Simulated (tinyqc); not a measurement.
UKS/LDA (PW92) in the sto-6g basis, for OH+, spin multiplicity 3, step by step (part 2 of 2). Computed by tinyqc, a small Python program that keeps every step (integrals from PySCF). Command: `OMP_NUM_THREADS=1 python tinyqc.py 20523 20524 out.jsonl` (the two numbers bound the seeds that draw the settings). One thread of a shared host (Intel(R) Xeon(R) Processor @ 2.60GHz), about 2 s of CPU time with the checks.

Geometry (angstrom):
```
atom         x         y         z
O     0.000000  0.000000  0.000000
H     0.000000  0.000000  1.061000
```

## Iteration 2: building the Kohn-Sham matrix

D(alpha) after iteration 1:
```
            1O 1s      1O 2s    1O 2px    1O 2py     1O 2pz      2H 1s
1O 1s    1.058222  -0.257463  0.000000  0.000000   0.003981   0.026956
1O 2s   -0.257463   1.147267  0.000000  0.000000  -0.029257  -0.161613
1O 2px   0.000000   0.000000  1.000000  0.000000   0.000000   0.000000
1O 2py   0.000000   0.000000  0.000000  1.000000   0.000000   0.000000
1O 2pz   0.003981  -0.029257  0.000000  0.000000   0.760464   0.103823
2H 1s    0.026956  -0.161613  0.000000  0.000000   0.103823   0.210021
```

D(beta) after iteration 1:
```
            1O 1s      1O 2s    1O 2px    1O 2py     1O 2pz      2H 1s
1O 1s    1.058131  -0.257095  0.000000  0.000000   0.005498   0.027113
1O 2s   -0.257095   1.146594  0.000000  0.000000  -0.036099  -0.167128
1O 2px   0.000000   0.000000  0.000000  0.000000   0.000000   0.000000
1O 2py   0.000000   0.000000  0.000000  0.000000   0.000000   0.000000
1O 2pz   0.005498  -0.036099  0.000000  0.000000   0.735781   0.105348
2H 1s    0.027113  -0.167128  0.000000  0.000000   0.105348   0.238740
```

core Hamiltonian H = T + V (hartree):
```
             1O 1s      1O 2s     1O 2px     1O 2py     1O 2pz      2H 1s
1O 1s   -32.429871  -7.162590   0.000000   0.000000  -0.013367  -1.362706
1O 2s    -7.162590  -8.652943   0.000000   0.000000  -0.153287  -2.945974
1O 2px    0.000000   0.000000  -6.930927   0.000000   0.000000   0.000000
1O 2py    0.000000   0.000000   0.000000  -6.930927   0.000000   0.000000
1O 2pz   -0.013367  -0.153287   0.000000   0.000000  -7.029696  -2.148484
2H 1s    -1.362706  -2.945974   0.000000   0.000000  -2.148484  -4.364737
```

Two-electron integrals (ij|kl) in chemists' order, unique and non-zero (hartree):
```
(11|11) 4.787491   (21|11) 0.675884   (21|21) 0.121505   (22|11) 1.117379
(22|21) 0.249212   (22|22) 0.817383   (31|31) 0.025762   (32|31) 0.039145
(32|32) 0.180664   (33|11) 1.117381   (33|21) 0.249212   (33|22) 0.817382
(33|33) 0.880663   (41|41) 0.025762   (42|41) 0.039145   (42|42) 0.180664
(43|43) 0.047461   (44|11) 1.117381   (44|21) 0.249212   (44|22) 0.817382
(44|33) 0.785741   (44|44) 0.880663   (51|51) 0.025762   (52|51) 0.039145
(52|52) 0.180664   (53|53) 0.047461   (54|54) 0.047461   (55|11) 1.117381
(55|21) 0.249212   (55|22) 0.817382   (55|33) 0.785741   (55|44) 0.785741
(55|55) 0.880663   (61|11) 0.136055   (61|21) 0.023448   (61|22) 0.047055
(61|33) 0.046954   (61|44) 0.046954   (61|51) 0.001148   (61|52) 0.002246
(61|55) 0.047256   (61|61) 0.004612   (62|11) 0.336630   (62|21) 0.076159
(62|22) 0.277312   (62|33) 0.272665   (62|44) 0.272665   (62|51) 0.006107
(62|52) 0.045433   (62|55) 0.286606   (62|61) 0.014783   (62|62) 0.117992
(63|31) 0.008383   (63|32) 0.047451   (63|53) 0.009331   (63|63) 0.016509
(64|41) 0.008383   (64|42) 0.047451   (64|54) 0.009331   (64|64) 0.016509
(65|11) 0.245886   (65|21) 0.056409   (65|22) 0.219062   (65|33) 0.209255
(65|44) 0.209255   (65|51) 0.012322   (65|52) 0.081171   (65|55) 0.238677
(65|61) 0.011439   (65|62) 0.113316   (65|65) 0.124108   (66|11) 0.486251
(66|21) 0.112057   (66|22) 0.467270   (66|33) 0.448796   (66|44) 0.448796
(66|51) 0.011446   (66|52) 0.117058   (66|55) 0.504215   (66|61) 0.021963
(66|62) 0.254240   (66|65) 0.278594   (66|66) 0.774999
```

nuclear repulsion = 3.99002610 hartree

V_xc(alpha) (hartree):
```
            1O 1s      1O 2s     1O 2px     1O 2py     1O 2pz      2H 1s
1O 1s   -2.939486  -0.381674   0.000000   0.000000   0.000284  -0.078624
1O 2s   -0.381674  -0.811325   0.000000   0.000000  -0.002326  -0.256847
1O 2px   0.000000   0.000000  -0.812061   0.000000   0.000000   0.000000
1O 2py   0.000000   0.000000   0.000000  -0.812061   0.000000   0.000000
1O 2pz   0.000284  -0.002326   0.000000   0.000000  -0.809857  -0.199386
2H 1s   -0.078624  -0.256847   0.000000   0.000000  -0.199386  -0.409357
```

V_xc(beta) (hartree):
```
            1O 1s      1O 2s     1O 2px     1O 2py     1O 2pz      2H 1s
1O 1s   -2.902940  -0.354343   0.000000   0.000000   0.000494  -0.074044
1O 2s   -0.354343  -0.679856   0.000000   0.000000  -0.001557  -0.226225
1O 2px   0.000000   0.000000  -0.652663   0.000000   0.000000   0.000000
1O 2py   0.000000   0.000000   0.000000  -0.652663   0.000000   0.000000
1O 2pz   0.000494  -0.001557   0.000000   0.000000  -0.734247  -0.187606
2H 1s   -0.074044  -0.226225   0.000000   0.000000  -0.187606  -0.400771
```

E_xc = sum of w rho eps_xc = -7.89138601 hartree

J_ij = sum D_kl (ij|kl) with D = D(alpha) + D(beta); F = H + J + V_xc; E = tr D H + tr D J / 2 + E_xc + E_nn.

Coulomb J (hartree):
```
            1O 1s     1O 2s    1O 2px    1O 2py    1O 2pz     2H 1s
1O 1s   16.020666  2.774681  0.000000  0.000000  0.001772  0.541511
1O 2s    2.774681  6.965126  0.000000  0.000000  0.033987  2.324023
1O 2px   0.000000  0.000000  6.940076  0.000000  0.000000  0.000000
1O 2py   0.000000  0.000000  0.000000  6.940076  0.000000  0.000000
1O 2pz   0.001772  0.033987  0.000000  0.000000  7.015226  1.833756
2H 1s    0.541511  2.324023  0.000000  0.000000  1.833756  3.922100
```

F(alpha) (hartree):
```
             1O 1s      1O 2s     1O 2px     1O 2py     1O 2pz      2H 1s
1O 1s   -19.348691  -4.769584   0.000000   0.000000  -0.011311  -0.899819
1O 2s    -4.769584  -2.499143   0.000000   0.000000  -0.121626  -0.878798
1O 2px    0.000000   0.000000  -0.802911   0.000000   0.000000   0.000000
1O 2py    0.000000   0.000000   0.000000  -0.802911   0.000000   0.000000
1O 2pz   -0.011311  -0.121626   0.000000   0.000000  -0.824327  -0.514113
2H 1s    -0.899819  -0.878798   0.000000   0.000000  -0.514113  -0.851994
```

F(beta) (hartree):
```
             1O 1s      1O 2s     1O 2px     1O 2py     1O 2pz      2H 1s
1O 1s   -19.312145  -4.742252   0.000000   0.000000  -0.011101  -0.895240
1O 2s    -4.742252  -2.367673   0.000000   0.000000  -0.120857  -0.848176
1O 2px    0.000000   0.000000  -0.643513   0.000000   0.000000   0.000000
1O 2py    0.000000   0.000000   0.000000  -0.643513   0.000000   0.000000
1O 2pz   -0.011101  -0.120857   0.000000   0.000000  -0.748717  -0.502334
2H 1s    -0.895240  -0.848176   0.000000   0.000000  -0.502334  -0.843408
```

total energy of this density = -74.21160888 hartree

This density is a damped mixture and is not idempotent.

## Iteration 2: diagonalisation and new density

X:
```
                1          2          3         4          5         6
1O 1s    0.276030   0.764179   0.000000  0.000000   0.594299  0.217483
1O 2s   -0.862194  -0.471932   0.000000  0.000000   0.375182  0.453559
1O 2px   0.000000   0.000000   0.976676  0.214717   0.000000  0.000000
1O 2py   0.000000   0.000000  -0.214717  0.976676   0.000000  0.000000
1O 2pz  -0.645488   0.563400   0.000000  0.000000  -0.587024  0.317398
2H 1s    1.019802  -0.249230   0.000000  0.000000  -0.215220  0.525494
```

overlap S:
```
           1O 1s     1O 2s    1O 2px    1O 2py    1O 2pz     2H 1s
1O 1s   1.000000  0.231145  0.000000  0.000000  0.000000  0.043664
1O 2s   0.231145  1.000000  0.000000  0.000000  0.000000  0.411461
1O 2px  0.000000  0.000000  1.000000  0.000000  0.000000  0.000000
1O 2py  0.000000  0.000000  0.000000  1.000000  0.000000  0.000000
1O 2pz  0.000000  0.000000  0.000000  0.000000  1.000000  0.354882
2H 1s   0.043664  0.411461  0.000000  0.000000  0.354882  1.000000
```

Diagonalise F' = X^T F X, C = X C', fill 5 alpha and 3 beta electrons from the bottom; D(s) = C_occ C_occ^T; the new density keeps 0.5 of the old one (damping). Each column has its largest component positive (the first on a tie).

F' = X^T F X (alpha) (hartree):
```
           1          2          3          4          5          6
1  -0.707015  -1.575515   0.000000   0.000000  -1.321759  -0.435644
2  -1.575515  -8.394672   0.000000   0.000000  -7.944351  -4.003978
3   0.000000   0.000000  -0.802911   0.000000   0.000000   0.000000
4   0.000000   0.000000   0.000000  -0.802911   0.000000   0.000000
5  -1.321759  -7.944351   0.000000   0.000000  -9.332383  -4.466409
6  -0.435644  -4.003978   0.000000   0.000000  -4.466409  -3.521218
```

orbital energies (alpha) (hartree): MO1 -19.354312, MO2 -1.433747, MO3 -0.867693, MO4 -0.802911, MO5 -0.802911, MO6 -0.299536

coefficients C (alpha):
```
              MO1        MO2        MO3       MO4        MO5        MO6
1O 1s    0.995503  -0.239228   0.087198  0.000000   0.000000   0.069226
1O 2s    0.019834   0.941614  -0.431879  0.000000   0.000000  -0.488902
1O 2px   0.000000   0.000000   0.000000  0.981428  -0.191831   0.000000
1O 2py   0.000000   0.000000   0.000000  0.191831   0.981428   0.000000
1O 2pz   0.002644   0.184571   0.759602  0.000000   0.000000  -0.753886
2H 1s   -0.005558   0.124959   0.409741  0.000000   0.000000   1.114021
```

F' = X^T F X (beta) (hartree):
```
           1          2          3          4          5          6
1  -0.645075  -1.562010   0.000000   0.000000  -1.328126  -0.496114
2  -1.562010  -8.337306   0.000000   0.000000  -7.975946  -4.013732
3   0.000000   0.000000  -0.643513   0.000000   0.000000   0.000000
4   0.000000   0.000000   0.000000  -0.643513   0.000000   0.000000
5  -1.328126  -7.975946   0.000000   0.000000  -9.265954  -4.445050
6  -0.496114  -4.013732   0.000000   0.000000  -4.445050  -3.457240
```

orbital energies (beta) (hartree): MO1 -19.317045, MO2 -1.319554, MO3 -0.803446, MO4 -0.643513, MO5 -0.643513, MO6 -0.265531

coefficients C (beta):
```
              MO1        MO2        MO3        MO4       MO5        MO6
1O 1s    0.995822  -0.230728   0.102622   0.000000  0.000000   0.072271
1O 2s    0.018466   0.900120  -0.504448   0.000000  0.000000  -0.497544
1O 2px   0.000000   0.000000   0.000000   0.999933  0.011611   0.000000
1O 2py   0.000000   0.000000   0.000000  -0.011611  0.999933   0.000000
1O 2pz   0.002481   0.197134   0.711997   0.000000  0.000000  -0.795993
2H 1s   -0.005159   0.185226   0.454838   0.000000  0.000000   1.087825
```

D(alpha) after iteration 2:
```
            1O 1s      1O 2s    1O 2px    1O 2py     1O 2pz      2H 1s
1O 1s    1.057040  -0.250319  0.000000  0.000000   0.014347   0.013629
1O 2s   -0.250319   1.110409  0.000000  0.000000  -0.091733  -0.110509
1O 2px   0.000000   0.000000  1.000000  0.000000   0.000000   0.000000
1O 2py   0.000000   0.000000  0.000000  1.000000   0.000000   0.000000
1O 2pz   0.014347  -0.091733  0.000000  0.000000   0.685766   0.219056
2H 1s    0.013629  -0.110509  0.000000  0.000000   0.219056   0.196777
```

D(beta) after iteration 2:
```
            1O 1s      1O 2s    1O 2px    1O 2py     1O 2pz      2H 1s
1O 1s    1.056779  -0.249078  0.000000  0.000000   0.017775   0.012957
1O 2s   -0.249078   1.105809  0.000000  0.000000  -0.108887  -0.114970
1O 2px   0.000000   0.000000  0.000000  0.000000   0.000000   0.000000
1O 2py   0.000000   0.000000  0.000000  0.000000   0.000000   0.000000
1O 2pz   0.017775  -0.108887  0.000000  0.000000   0.640794   0.232846
2H 1s    0.012957  -0.114970  0.000000  0.000000   0.232846   0.239977
```

Within a degenerate level the vectors are fixed only up to a rotation; this is one choice.

## Iteration 33 (converged): orbitals

converged F(alpha) (hartree):
```
             1O 1s      1O 2s     1O 2px     1O 2py     1O 2pz      2H 1s
1O 1s   -19.463889  -4.792183   0.000000   0.000000  -0.014694  -0.904295
1O 2s    -4.792183  -2.544439   0.000000   0.000000  -0.124462  -0.886625
1O 2px    0.000000   0.000000  -0.849373   0.000000   0.000000   0.000000
1O 2py    0.000000   0.000000   0.000000  -0.849373   0.000000   0.000000
1O 2pz   -0.014694  -0.124462   0.000000   0.000000  -0.867293  -0.515659
2H 1s    -0.904295  -0.886625   0.000000   0.000000  -0.515659  -0.832936
```

converged F(beta) (hartree):
```
             1O 1s      1O 2s     1O 2px     1O 2py     1O 2pz      2H 1s
1O 1s   -19.425961  -4.763725   0.000000   0.000000  -0.013746  -0.899464
1O 2s    -4.763725  -2.408647   0.000000   0.000000  -0.121028  -0.855902
1O 2px    0.000000   0.000000  -0.685958   0.000000   0.000000   0.000000
1O 2py    0.000000   0.000000   0.000000  -0.685958   0.000000   0.000000
1O 2pz   -0.013746  -0.121028   0.000000   0.000000  -0.786750  -0.504502
2H 1s    -0.899464  -0.855902   0.000000   0.000000  -0.504502  -0.832233
```

Diagonalise F' = X^T F X, C = X C', fill 5 alpha and 3 beta electrons from the bottom; D(s) = C_occ C_occ^T. Each column has its largest component positive (the first on a tie).

F' = X^T F X (alpha) (hartree):
```
           1          2          3          4          5          6
1  -0.725461  -1.590205   0.000000   0.000000  -1.342314  -0.404329
2  -1.590205  -8.469292   0.000000   0.000000  -7.973260  -4.029720
3   0.000000   0.000000  -0.849373   0.000000   0.000000   0.000000
4   0.000000   0.000000   0.000000  -0.849373   0.000000   0.000000
5  -1.342314  -7.973260   0.000000   0.000000  -9.397819  -4.492266
6  -0.404329  -4.029720   0.000000   0.000000  -4.492266  -3.546062
```

orbital energies (alpha) (hartree): MO1 -19.469354, MO2 -1.474327, MO3 -0.895322, MO4 -0.849373, MO5 -0.849373, MO6 -0.299631

coefficients C (alpha):
```
              MO1        MO2        MO3       MO4        MO5        MO6
1O 1s    0.995578  -0.241315   0.080658  0.000000   0.000000   0.068826
1O 2s    0.019524   0.955915  -0.396413  0.000000   0.000000  -0.491201
1O 2px   0.000000   0.000000   0.000000  0.792057  -0.610447   0.000000
1O 2py   0.000000   0.000000   0.000000  0.610447   0.792057   0.000000
1O 2pz   0.002820   0.188920   0.797646  0.000000   0.000000  -0.712372
2H 1s   -0.005537   0.099069   0.356246  0.000000   0.000000   1.134821
```

F' = X^T F X (beta) (hartree):
```
           1          2          3          4          5          6
1  -0.663394  -1.576367   0.000000   0.000000  -1.345932  -0.473158
2  -1.576367  -8.410573   0.000000   0.000000  -8.005915  -4.037513
3   0.000000   0.000000  -0.685958   0.000000   0.000000   0.000000
4   0.000000   0.000000   0.000000  -0.685958   0.000000   0.000000
5  -1.345932  -8.005915   0.000000   0.000000  -9.330383  -4.469660
6  -0.473158  -4.037513   0.000000   0.000000  -4.469660  -3.481820
```

orbital energies (beta) (hartree): MO1 -19.430686, MO2 -1.353667, MO3 -0.829066, MO4 -0.685958, MO5 -0.685958, MO6 -0.272750

coefficients C (beta):
```
              MO1        MO2        MO3        MO4       MO5        MO6
1O 1s    0.995910  -0.233479   0.095195   0.000000  0.000000   0.072391
1O 2s    0.018100   0.917440  -0.467474   0.000000  0.000000  -0.502016
1O 2px   0.000000   0.000000   0.000000  -0.003033  0.999995   0.000000
1O 2py   0.000000   0.000000   0.000000   0.999995  0.003033   0.000000
1O 2pz   0.002603   0.196950   0.747364   0.000000  0.000000  -0.762931
2H 1s   -0.005109   0.158764   0.413230   0.000000  0.000000   1.108415
```

D(alpha) after iteration 33:
```
            1O 1s      1O 2s    1O 2px    1O 2py     1O 2pz      2H 1s
1O 1s    1.055914  -0.243212  0.000000  0.000000   0.021555  -0.000685
1O 2s   -0.243212   1.071297  0.000000  0.000000  -0.135551  -0.046627
1O 2px   0.000000   0.000000  1.000000  0.000000   0.000000   0.000000
1O 2py   0.000000   0.000000  0.000000  1.000000   0.000000   0.000000
1O 2pz   0.021555  -0.135551  0.000000  0.000000   0.671938   0.302859
2H 1s   -0.000685  -0.046627  0.000000  0.000000   0.302859   0.136757
```

D(beta) after iteration 33:
```
            1O 1s      1O 2s    1O 2px    1O 2py     1O 2pz      2H 1s
1O 1s    1.055411  -0.240678  0.000000  0.000000   0.027754  -0.002819
1O 2s   -0.240678   1.060555  0.000000  0.000000  -0.168637  -0.047610
1O 2px   0.000000   0.000000  0.000000  0.000000   0.000000   0.000000
1O 2py   0.000000   0.000000  0.000000  0.000000   0.000000   0.000000
1O 2pz   0.027754  -0.168637  0.000000  0.000000   0.597348   0.340089
2H 1s   -0.002819  -0.047610  0.000000  0.000000   0.340089   0.195992
```

Within a degenerate level the vectors are fixed only up to a rotation; this is one choice.

## Convergence

Stop when the energy changes by less than 1e-10 hartree and every element of the error matrix X^T (F D S - S D F) X (for each spin) is below 3e-06.

Course of the cycle:
```
iteration   E (hartree)     change  largest element of the error matrix
1          -73.96273534          -                             3.21e-01
2          -74.21160888  -2.49e-01                             1.22e-01
3          -74.31531944  -1.04e-01                             4.51e-02
4          -74.36665895  -5.13e-02                             2.02e-02
5          -74.39228494  -2.56e-02                             1.14e-02
6          -74.40510413  -1.28e-02                             5.80e-03
7          -74.41151206  -6.41e-03                             2.90e-03
8          -74.41471571  -3.20e-03                             1.46e-03
9          -74.41631748  -1.60e-03                             7.28e-04
10         -74.41711835  -8.01e-04                             3.64e-04
11         -74.41751878  -4.00e-04                             1.82e-04
12         -74.41771899  -2.00e-04                             9.10e-05
13         -74.41781910  -1.00e-04                             4.55e-05
14         -74.41786915  -5.01e-05                             2.28e-05
...                 ...        ...                                  ...
20         -74.41791842  -7.82e-07                             3.56e-07
21         -74.41791881  -3.91e-07                             1.78e-07
22         -74.41791901  -1.96e-07                             8.89e-08
23         -74.41791911  -9.78e-08                             4.44e-08
24         -74.41791916  -4.89e-08                             2.22e-08
25         -74.41791918  -2.44e-08                             1.11e-08
26         -74.41791919  -1.22e-08                             5.56e-09
27         -74.41791920  -6.11e-09                             2.78e-09
28         -74.41791920  -3.06e-09                             1.39e-09
29         -74.41791921  -1.53e-09                             6.94e-10
30         -74.41791921  -7.64e-10                             3.47e-10
31         -74.41791921  -3.82e-10                             1.74e-10
32         -74.41791921  -1.91e-10                             8.68e-11
33         -74.41791921  -9.55e-11                             4.34e-11
```

PySCF UKS in the same basis, fine grid, after a stability check = -74.41792836 hartree

Converged in 33 iterations. The coarse grid moves the energy by +9.15e-06 hartree.

## Populations, bond orders and dipole

Mulliken: Z minus the diagonal of D S on the atom; Loewdin: the same with S^(1/2) D S^(1/2); Mayer order: 2 sum_s sum (D(s) S)_ij (D(s) S)_ji over the two atoms.

Charges (e):
```
atom  Mulliken   Loewdin  Mulliken spin
1O    0.521991  0.611271       2.071949
2H    0.478009  0.388729      -0.071949
```

Mayer bond orders:
```
pair     order
2-1   0.766331
```

dipole moment about the origin, x y z (debye): 0.000000  0.000000  2.685470

<S^2> of the determinant (pure state: 2) = 2.004535
